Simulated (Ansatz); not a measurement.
# Germanium, diamond under PBE: how the Gaussian smearing moves the result

How small must the Gaussian smearing width be for energy and pressure to settle? The geometry was relaxed under PBE beforehand and stays fixed; 7 values are run, from 0.01 to 1.0 eV. Wanted are the values from which on the energy stays within 10 and 1 meV/atom, and the pressure within 0.5 GPa, of the narrowest run. Within the series other settings stay, but some runs also write fields, which adds to their time. Spin polarisation is left out.

Program: Ansatz 0.2.0. Level of theory: DFT PBE, plane waves with PAW, scalar-relativistic. These are calculated values, not measurements.

1 further run of the same task is left out (set aside as unsound or not needed).

## Step 1: The system as given

It takes space group Fd-3m (No. 227, cubic). The conventional cell has a = 5.772 Å, b = 5.772 Å, c = 5.772 Å, α = 90.00°, β = 90.00°, γ = 90.00°. Around Ge (site symmetry -43m) lie 4 Ge at 2.50 Å.

As a file:

```
CELL_PARAMETERS angstrom
0.00000 2.88598 2.88598
2.88598 0.00000 2.88598
2.88598 2.88598 0.00000
ATOMIC_POSITIONS crystal
Ge 0.50000 0.50000 0.50000
Ge 0.75000 0.75000 0.75000
```

## Step 2: Run at 0.01 eV

The run at 0.01 eV.

Contents of input.yaml:

```yaml
crystal:
  lattice:
    - [0.0, 2.8859759802, 2.8859759802]
    - [2.8859759802, 0.0, 2.8859759802]
    - [2.8859759802, 2.8859759802, 0.0]
  atoms:
    - { symbol: Ge, position: [0.5, 0.5, 0.5] }
    - { symbol: Ge, position: [0.75, 0.75, 0.75] }
hamiltonian:
  xc: pbe
  pseudopotentials:
    kind: paw
    azcp:
      Ge: "pseudopotentials/Ge.paw.azcp"
basis:
  ecutwfc: 420
  fft_grid_basis: typed
kpoints:
  mp_grid: { grid: [10, 10, 10], shift: [0, 0, 0] }
magnetization:
  spin_polarized: false
scf:
  occupations: { method: gaussian, width: 0.01 }
  lower_state_search: "off"
output:
  stress: true
```

Launch:

```console
> ansatz run input.yaml --threads 1 --pin off --max-ram 3584MiB --backend cpu --events-out ev --progress --plain --runs-dir out
```

## Step 3: Run at 0.03 eV

The run at 0.03 eV.

input.yaml: that of step 2 with these lines changed.

```diff
@@ -22,3 +22,3 @@
 scf:
-  occupations: { method: gaussian, width: 0.01 }
+  occupations: { method: gaussian, width: 0.03 }
   lower_state_search: "off"
```

## Step 4: Run at 0.1 eV

The run at 0.1 eV.

input.yaml: that of step 3 with these lines changed.

```diff
@@ -22,3 +22,3 @@
 scf:
-  occupations: { method: gaussian, width: 0.03 }
+  occupations: { method: gaussian, width: 0.1 }
   lower_state_search: "off"
```

## Step 5: Run at 0.2 eV

The run at 0.2 eV.

input.yaml: that of step 4 with these lines changed.

```diff
@@ -22,3 +22,3 @@
 scf:
-  occupations: { method: gaussian, width: 0.1 }
+  occupations: { method: gaussian, width: 0.2 }
   lower_state_search: "off"
@@ -26 +26,5 @@
   stress: true
+  write_density: true
+  write_potential: true
+  elf: true
+  volumetric_format: npy
```

## Step 6: Run at 0.3 eV

The run at 0.3 eV.

input.yaml: that of step 5 with these lines changed.

```diff
@@ -22,3 +22,3 @@
 scf:
-  occupations: { method: gaussian, width: 0.2 }
+  occupations: { method: gaussian, width: 0.3 }
   lower_state_search: "off"
@@ -26,5 +26 @@
   stress: true
-  write_density: true
-  write_potential: true
-  elf: true
-  volumetric_format: npy
```

## Step 7: Run at 0.6 eV

The run at 0.6 eV.

input.yaml: that of step 6 with these lines changed.

```diff
@@ -22,3 +22,3 @@
 scf:
-  occupations: { method: gaussian, width: 0.3 }
+  occupations: { method: gaussian, width: 0.6 }
   lower_state_search: "off"
```

## Step 8: Run at 1.0 eV

The run at 1.0 eV.

input.yaml: that of step 7 with these lines changed.

```diff
@@ -22,3 +22,3 @@
 scf:
-  occupations: { method: gaussian, width: 0.6 }
+  occupations: { method: gaussian, width: 1.0 }
   lower_state_search: "off"
@@ -26 +26,5 @@
   stress: true
+  write_density: true
+  write_potential: true
+  elf: true
+  volumetric_format: npy
```

(Steps that only read results are left out.)

Q: Predict the outcome of this session.

**Answer**, as computed:

```
                                    quantity         value
E(σ → 0) stays within 10 meV/atom of 0.01 eV  up to 0.6 eV
            E(σ → 0) stays within 1 meV/atom  up to 0.3 eV
               pressure stays within 0.5 GPa  up to 0.6 eV
                         pressure at 0.01 eV     -0.34 GPa
```

What this shows: The far end, 1.0 eV, lies +15.5 meV/atom and +0.6 GPa from the yardstick. The free energy F moves by -27.0 meV/atom over the range, and the estimate for σ → 0 by +15.5. In theory F falls as the square of the width under this scheme, but here the ratio is not steady: the mesh at narrow widths, or a density of states that varies over the wide ones, can both cause that. The mesh (10×10×10) is fixed, so the narrowest widths carry a k-point error of their own. The cell taken over is 6 % larger than the measured one (22.63 Å³/atom, COD).
